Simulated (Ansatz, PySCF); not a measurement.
Dissociation curve of LiH, singlet.

Levels: UHF/def2-SVP (Ansatz, a quantum-chemistry and plane-wave program); RHF/def2-SVP (Ansatz); UKS-PBE = Ansatz with unrestricted PBE/def2-SVP; RKS-PBE = restricted PBE/def2-SVP run with Ansatz; UKS-CAM-B3LYP = Ansatz with unrestricted CAM-B3LYP/def2-SVP; RKS-CAM-B3LYP = restricted CAM-B3LYP/def2-SVP (Ansatz); UKS-B3LYP/6-31G* = unrestricted B3LYP/6-31G*, spherical d in PySCF; RKS-B3LYP/6-31G* = PySCF 2.14.0 with restricted B3LYP/6-31G*, spherical d; UKS-LDA (SVWN5)/6-31G* = unrestricted LDA (SVWN5)/6-31G*, spherical d (PySCF); RKS-LDA (SVWN5)/6-31G* = PySCF with restricted LDA (SVWN5)/6-31G*, spherical d.

Scanned distances (Å): 1.19, 1.26, 1.35, 1.47, 1.51, 1.52, 1.60, 1.64, 1.69, 1.74, 1.87, 2.00, 2.16, 2.44, 2.65, 2.91, 3.21, 3.52, 3.92, 4.35, 4.73, 5.53, 6.27.

Where does the unrestricted solution first break spin symmetry (<S²> of 0.01 or more)?

UHF: between 2.16 and 2.44 Å; UKS-PBE: between 2.65 and 2.91 Å; UKS-CAM-B3LYP: between 2.65 and 2.91 Å; UKS-B3LYP/6-31G*: between 2.65 and 2.91 Å; UKS-LDA (SVWN5)/6-31G*: between 2.65 and 2.91 Å.

```json
[
 {"R / Å": "1.19", "<S²> UHF": "0.00", "E(RHF) − E(UHF) / kcal/mol": "0.0", "<S²> UKS-PBE": "0.00", "E(RKS-PBE) − E(UKS-PBE) / kcal/mol": "0.0", "<S²> UKS-CAM-B3LYP": "0.00", "E(RKS-CAM-B3LYP) − E(UKS-CAM-B3LYP) / kcal/mol": "0.0", "<S²> UKS-B3LYP/6-31G*": "0.00", "E(RKS-B3LYP/6-31G*) − E(UKS-B3LYP/6-31G*) / kcal/mol": "0.0", "<S²> UKS-LDA (SVWN5)/6-31G*": "0.00", "E(RKS-LDA (SVWN5)/6-31G*) − E(UKS-LDA (SVWN5)/6-31G*) / kcal/mol": "0.0"},
 {"R / Å": "1.26", "<S²> UHF": "0.00", "E(RHF) − E(UHF) / kcal/mol": "0.0", "<S²> UKS-PBE": "0.00", "E(RKS-PBE) − E(UKS-PBE) / kcal/mol": "0.0", "<S²> UKS-CAM-B3LYP": "0.00", "E(RKS-CAM-B3LYP) − E(UKS-CAM-B3LYP) / kcal/mol": "0.0", "<S²> UKS-B3LYP/6-31G*": "0.00", "E(RKS-B3LYP/6-31G*) − E(UKS-B3LYP/6-31G*) / kcal/mol": "0.0", "<S²> UKS-LDA (SVWN5)/6-31G*": "0.00", "E(RKS-LDA (SVWN5)/6-31G*) − E(UKS-LDA (SVWN5)/6-31G*) / kcal/mol": "0.0"},
 {"R / Å": "1.35", "<S²> UHF": "0.00", "E(RHF) − E(UHF) / kcal/mol": "0.0", "<S²> UKS-PBE": "0.00", "E(RKS-PBE) − E(UKS-PBE) / kcal/mol": "0.0", "<S²> UKS-CAM-B3LYP": "0.00", "E(RKS-CAM-B3LYP) − E(UKS-CAM-B3LYP) / kcal/mol": "0.0", "<S²> UKS-B3LYP/6-31G*": "0.00", "E(RKS-B3LYP/6-31G*) − E(UKS-B3LYP/6-31G*) / kcal/mol": "0.0", "<S²> UKS-LDA (SVWN5)/6-31G*": "0.00", "E(RKS-LDA (SVWN5)/6-31G*) − E(UKS-LDA (SVWN5)/6-31G*) / kcal/mol": "0.0"},
 {"R / Å": "1.47", "<S²> UHF": "0.00", "E(RHF) − E(UHF) / kcal/mol": "0.0", "<S²> UKS-PBE": "0.00", "E(RKS-PBE) − E(UKS-PBE) / kcal/mol": "0.0", "<S²> UKS-CAM-B3LYP": "0.00", "E(RKS-CAM-B3LYP) − E(UKS-CAM-B3LYP) / kcal/mol": "0.0", "<S²> UKS-B3LYP/6-31G*": "0.00", "E(RKS-B3LYP/6-31G*) − E(UKS-B3LYP/6-31G*) / kcal/mol": "0.0", "<S²> UKS-LDA (SVWN5)/6-31G*": "0.00", "E(RKS-LDA (SVWN5)/6-31G*) − E(UKS-LDA (SVWN5)/6-31G*) / kcal/mol": "0.0"},
 {"R / Å": "1.51", "<S²> UHF": "0.00", "E(RHF) − E(UHF) / kcal/mol": "0.0", "<S²> UKS-PBE": "0.00", "E(RKS-PBE) − E(UKS-PBE) / kcal/mol": "0.0", "<S²> UKS-CAM-B3LYP": "0.00", "E(RKS-CAM-B3LYP) − E(UKS-CAM-B3LYP) / kcal/mol": "0.0", "<S²> UKS-B3LYP/6-31G*": "0.00", "E(RKS-B3LYP/6-31G*) − E(UKS-B3LYP/6-31G*) / kcal/mol": "0.0", "<S²> UKS-LDA (SVWN5)/6-31G*": "0.00", "E(RKS-LDA (SVWN5)/6-31G*) − E(UKS-LDA (SVWN5)/6-31G*) / kcal/mol": "0.0"},
 {"R / Å": "1.52", "<S²> UHF": "0.00", "E(RHF) − E(UHF) / kcal/mol": "0.0", "<S²> UKS-PBE": "0.00", "E(RKS-PBE) − E(UKS-PBE) / kcal/mol": "0.0", "<S²> UKS-CAM-B3LYP": "0.00", "E(RKS-CAM-B3LYP) − E(UKS-CAM-B3LYP) / kcal/mol": "0.0", "<S²> UKS-B3LYP/6-31G*": "0.00", "E(RKS-B3LYP/6-31G*) − E(UKS-B3LYP/6-31G*) / kcal/mol": "0.0", "<S²> UKS-LDA (SVWN5)/6-31G*": "0.00", "E(RKS-LDA (SVWN5)/6-31G*) − E(UKS-LDA (SVWN5)/6-31G*) / kcal/mol": "0.0"},
 {"R / Å": "1.60", "<S²> UHF": "0.00", "E(RHF) − E(UHF) / kcal/mol": "0.0", "<S²> UKS-PBE": "0.00", "E(RKS-PBE) − E(UKS-PBE) / kcal/mol": "0.0", "<S²> UKS-CAM-B3LYP": "0.00", "E(RKS-CAM-B3LYP) − E(UKS-CAM-B3LYP) / kcal/mol": "0.0", "<S²> UKS-B3LYP/6-31G*": "0.00", "E(RKS-B3LYP/6-31G*) − E(UKS-B3LYP/6-31G*) / kcal/mol": "0.0", "<S²> UKS-LDA (SVWN5)/6-31G*": "0.00", "E(RKS-LDA (SVWN5)/6-31G*) − E(UKS-LDA (SVWN5)/6-31G*) / kcal/mol": "0.0"},
 {"R / Å": "1.64", "<S²> UHF": "0.00", "E(RHF) − E(UHF) / kcal/mol": "0.0", "<S²> UKS-PBE": "0.00", "E(RKS-PBE) − E(UKS-PBE) / kcal/mol": "0.0", "<S²> UKS-CAM-B3LYP": "0.00", "E(RKS-CAM-B3LYP) − E(UKS-CAM-B3LYP) / kcal/mol": "0.0", "<S²> UKS-B3LYP/6-31G*": "0.00", "E(RKS-B3LYP/6-31G*) − E(UKS-B3LYP/6-31G*) / kcal/mol": "0.0", "<S²> UKS-LDA (SVWN5)/6-31G*": "0.00", "E(RKS-LDA (SVWN5)/6-31G*) − E(UKS-LDA (SVWN5)/6-31G*) / kcal/mol": "0.0"},
 {"R / Å": "1.69", "<S²> UHF": "0.00", "E(RHF) − E(UHF) / kcal/mol": "0.0", "<S²> UKS-PBE": "0.00", "E(RKS-PBE) − E(UKS-PBE) / kcal/mol": "0.0", "<S²> UKS-CAM-B3LYP": "0.00", "E(RKS-CAM-B3LYP) − E(UKS-CAM-B3LYP) / kcal/mol": "0.0", "<S²> UKS-B3LYP/6-31G*": "0.00", "E(RKS-B3LYP/6-31G*) − E(UKS-B3LYP/6-31G*) / kcal/mol": "0.0", "<S²> UKS-LDA (SVWN5)/6-31G*": "0.00", "E(RKS-LDA (SVWN5)/6-31G*) − E(UKS-LDA (SVWN5)/6-31G*) / kcal/mol": "0.0"},
 {"R / Å": "1.74", "<S²> UHF": "0.00", "E(RHF) − E(UHF) / kcal/mol": "0.0", "<S²> UKS-PBE": "0.00", "E(RKS-PBE) − E(UKS-PBE) / kcal/mol": "0.0", "<S²> UKS-CAM-B3LYP": "0.00", "E(RKS-CAM-B3LYP) − E(UKS-CAM-B3LYP) / kcal/mol": "0.0", "<S²> UKS-B3LYP/6-31G*": "0.00", "E(RKS-B3LYP/6-31G*) − E(UKS-B3LYP/6-31G*) / kcal/mol": "0.0", "<S²> UKS-LDA (SVWN5)/6-31G*": "0.00", "E(RKS-LDA (SVWN5)/6-31G*) − E(UKS-LDA (SVWN5)/6-31G*) / kcal/mol": "0.0"},
 {"R / Å": "1.87", "<S²> UHF": "0.00", "E(RHF) − E(UHF) / kcal/mol": "0.0", "<S²> UKS-PBE": "0.00", "E(RKS-PBE) − E(UKS-PBE) / kcal/mol": "0.0", "<S²> UKS-CAM-B3LYP": "0.00", "E(RKS-CAM-B3LYP) − E(UKS-CAM-B3LYP) / kcal/mol": "0.0", "<S²> UKS-B3LYP/6-31G*": "0.00", "E(RKS-B3LYP/6-31G*) − E(UKS-B3LYP/6-31G*) / kcal/mol": "0.0", "<S²> UKS-LDA (SVWN5)/6-31G*": "0.00", "E(RKS-LDA (SVWN5)/6-31G*) − E(UKS-LDA (SVWN5)/6-31G*) / kcal/mol": "0.0"},
 {"R / Å": "2.00", "<S²> UHF": "0.00", "E(RHF) − E(UHF) / kcal/mol": "0.0", "<S²> UKS-PBE": "0.00", "E(RKS-PBE) − E(UKS-PBE) / kcal/mol": "0.0", "<S²> UKS-CAM-B3LYP": "0.00", "E(RKS-CAM-B3LYP) − E(UKS-CAM-B3LYP) / kcal/mol": "0.0", "<S²> UKS-B3LYP/6-31G*": "0.00", "E(RKS-B3LYP/6-31G*) − E(UKS-B3LYP/6-31G*) / kcal/mol": "0.0", "<S²> UKS-LDA (SVWN5)/6-31G*": "0.00", "E(RKS-LDA (SVWN5)/6-31G*) − E(UKS-LDA (SVWN5)/6-31G*) / kcal/mol": "0.0"},
 {"R / Å": "2.16", "<S²> UHF": "0.00", "E(RHF) − E(UHF) / kcal/mol": "0.0", "<S²> UKS-PBE": "0.00", "E(RKS-PBE) − E(UKS-PBE) / kcal/mol": "0.0", "<S²> UKS-CAM-B3LYP": "0.00", "E(RKS-CAM-B3LYP) − E(UKS-CAM-B3LYP) / kcal/mol": "0.0", "<S²> UKS-B3LYP/6-31G*": "0.00", "E(RKS-B3LYP/6-31G*) − E(UKS-B3LYP/6-31G*) / kcal/mol": "0.0", "<S²> UKS-LDA (SVWN5)/6-31G*": "0.00", "E(RKS-LDA (SVWN5)/6-31G*) − E(UKS-LDA (SVWN5)/6-31G*) / kcal/mol": "0.0"},
 {"R / Å": "2.44", "<S²> UHF": "0.39", "E(RHF) − E(UHF) / kcal/mol": "1.6", "<S²> UKS-PBE": "0.00", "E(RKS-PBE) − E(UKS-PBE) / kcal/mol": "0.0", "<S²> UKS-CAM-B3LYP": "0.00", "E(RKS-CAM-B3LYP) − E(UKS-CAM-B3LYP) / kcal/mol": "0.0", "<S²> UKS-B3LYP/6-31G*": "0.00", "E(RKS-B3LYP/6-31G*) − E(UKS-B3LYP/6-31G*) / kcal/mol": "0.0", "<S²> UKS-LDA (SVWN5)/6-31G*": "0.00", "E(RKS-LDA (SVWN5)/6-31G*) − E(UKS-LDA (SVWN5)/6-31G*) / kcal/mol": "0.0"},
 {"R / Å": "2.65", "<S²> UHF": "0.63", "E(RHF) − E(UHF) / kcal/mol": "5.7", "<S²> UKS-PBE": "0.00", "E(RKS-PBE) − E(UKS-PBE) / kcal/mol": "0.0", "<S²> UKS-CAM-B3LYP": "0.00", "E(RKS-CAM-B3LYP) − E(UKS-CAM-B3LYP) / kcal/mol": "0.0", "<S²> UKS-B3LYP/6-31G*": "0.00", "E(RKS-B3LYP/6-31G*) − E(UKS-B3LYP/6-31G*) / kcal/mol": "0.0", "<S²> UKS-LDA (SVWN5)/6-31G*": "0.00", "E(RKS-LDA (SVWN5)/6-31G*) − E(UKS-LDA (SVWN5)/6-31G*) / kcal/mol": "0.0"},
 {"R / Å": "2.91", "<S²> UHF": "0.79", "E(RHF) − E(UHF) / kcal/mol": "12.4", "<S²> UKS-PBE": "0.19", "E(RKS-PBE) − E(UKS-PBE) / kcal/mol": "0.3", "<S²> UKS-CAM-B3LYP": "0.29", "E(RKS-CAM-B3LYP) − E(UKS-CAM-B3LYP) / kcal/mol": "0.8", "<S²> UKS-B3LYP/6-31G*": "0.28", "E(RKS-B3LYP/6-31G*) − E(UKS-B3LYP/6-31G*) / kcal/mol": "0.8", "<S²> UKS-LDA (SVWN5)/6-31G*": "0.07", "E(RKS-LDA (SVWN5)/6-31G*) − E(UKS-LDA (SVWN5)/6-31G*) / kcal/mol": "0.0"},
 {"R / Å": "3.21", "<S²> UHF": "0.89", "E(RHF) − E(UHF) / kcal/mol": "20.9", "<S²> UKS-PBE": "0.41", "E(RKS-PBE) − E(UKS-PBE) / kcal/mol": "1.8", "<S²> UKS-CAM-B3LYP": "0.54", "E(RKS-CAM-B3LYP) − E(UKS-CAM-B3LYP) / kcal/mol": "3.9", "<S²> UKS-B3LYP/6-31G*": "0.50", "E(RKS-B3LYP/6-31G*) − E(UKS-B3LYP/6-31G*) / kcal/mol": "3.2", "<S²> UKS-LDA (SVWN5)/6-31G*": "0.33", "E(RKS-LDA (SVWN5)/6-31G*) − E(UKS-LDA (SVWN5)/6-31G*) / kcal/mol": "1.0"},
 {"R / Å": "3.52", "<S²> UHF": "0.94", "E(RHF) − E(UHF) / kcal/mol": "29.6", "<S²> UKS-PBE": "0.58", "E(RKS-PBE) − E(UKS-PBE) / kcal/mol": "3.9", "<S²> UKS-CAM-B3LYP": "0.71", "E(RKS-CAM-B3LYP) − E(UKS-CAM-B3LYP) / kcal/mol": "8.2", "<S²> UKS-B3LYP/6-31G*": "0.65", "E(RKS-B3LYP/6-31G*) − E(UKS-B3LYP/6-31G*) / kcal/mol": "6.5", "<S²> UKS-LDA (SVWN5)/6-31G*": "0.52", "E(RKS-LDA (SVWN5)/6-31G*) − E(UKS-LDA (SVWN5)/6-31G*) / kcal/mol": "3.0"},
 {"R / Å": "3.92", "<S²> UHF": "0.97", "E(RHF) − E(UHF) / kcal/mol": "40.0", "<S²> UKS-PBE": "0.73", "E(RKS-PBE) − E(UKS-PBE) / kcal/mol": "6.9", "<S²> UKS-CAM-B3LYP": "0.84", "E(RKS-CAM-B3LYP) − E(UKS-CAM-B3LYP) / kcal/mol": "14.3", "<S²> UKS-B3LYP/6-31G*": "0.77", "E(RKS-B3LYP/6-31G*) − E(UKS-B3LYP/6-31G*) / kcal/mol": "10.9", "<S²> UKS-LDA (SVWN5)/6-31G*": "0.68", "E(RKS-LDA (SVWN5)/6-31G*) − E(UKS-LDA (SVWN5)/6-31G*) / kcal/mol": "5.9"},
 {"R / Å": "4.35", "<S²> UHF": "0.99", "E(RHF) − E(UHF) / kcal/mol": "49.6", "<S²> UKS-PBE": "0.84", "E(RKS-PBE) − E(UKS-PBE) / kcal/mol": "10.1", "<S²> UKS-CAM-B3LYP": "0.93", "E(RKS-CAM-B3LYP) − E(UKS-CAM-B3LYP) / kcal/mol": "20.7", "<S²> UKS-B3LYP/6-31G*": "0.86", "E(RKS-B3LYP/6-31G*) − E(UKS-B3LYP/6-31G*) / kcal/mol": "15.3", "<S²> UKS-LDA (SVWN5)/6-31G*": "0.79", "E(RKS-LDA (SVWN5)/6-31G*) − E(UKS-LDA (SVWN5)/6-31G*) / kcal/mol": "9.0"},
 {"R / Å": "4.73", "<S²> UHF": "0.99", "E(RHF) − E(UHF) / kcal/mol": "56.7", "<S²> UKS-PBE": "0.95", "E(RKS-PBE) − E(UKS-PBE) / kcal/mol": "12.5", "<S²> UKS-CAM-B3LYP": "0.97", "E(RKS-CAM-B3LYP) − E(UKS-CAM-B3LYP) / kcal/mol": "25.7", "<S²> UKS-B3LYP/6-31G*": "0.92", "E(RKS-B3LYP/6-31G*) − E(UKS-B3LYP/6-31G*) / kcal/mol": "18.8", "<S²> UKS-LDA (SVWN5)/6-31G*": "0.85", "E(RKS-LDA (SVWN5)/6-31G*) − E(UKS-LDA (SVWN5)/6-31G*) / kcal/mol": "11.4"},
 {"R / Å": "5.53", "<S²> UHF": "1.00", "E(RHF) − E(UHF) / kcal/mol": "68.1", "<S²> UKS-PBE": "1.00", "E(RKS-PBE) − E(UKS-PBE) / kcal/mol": "17.1", "<S²> UKS-CAM-B3LYP": "1.00", "E(RKS-CAM-B3LYP) − E(UKS-CAM-B3LYP) / kcal/mol": "34.0", "<S²> UKS-B3LYP/6-31G*": "0.99", "E(RKS-B3LYP/6-31G*) − E(UKS-B3LYP/6-31G*) / kcal/mol": "24.5", "<S²> UKS-LDA (SVWN5)/6-31G*": "0.92", "E(RKS-LDA (SVWN5)/6-31G*) − E(UKS-LDA (SVWN5)/6-31G*) / kcal/mol": "15.1"},
 {"R / Å": "6.27", "<S²> UHF": "1.00", "E(RHF) − E(UHF) / kcal/mol": "75.3", "<S²> UKS-PBE": "1.00", "E(RKS-PBE) − E(UKS-PBE) / kcal/mol": "19.5", "<S²> UKS-CAM-B3LYP": "1.00", "E(RKS-CAM-B3LYP) − E(UKS-CAM-B3LYP) / kcal/mol": "39.2", "<S²> UKS-B3LYP/6-31G*": "1.00", "E(RKS-B3LYP/6-31G*) − E(UKS-B3LYP/6-31G*) / kcal/mol": "27.9", "<S²> UKS-LDA (SVWN5)/6-31G*": "0.96", "E(RKS-LDA (SVWN5)/6-31G*) − E(UKS-LDA (SVWN5)/6-31G*) / kcal/mol": "17.2"}
]
```
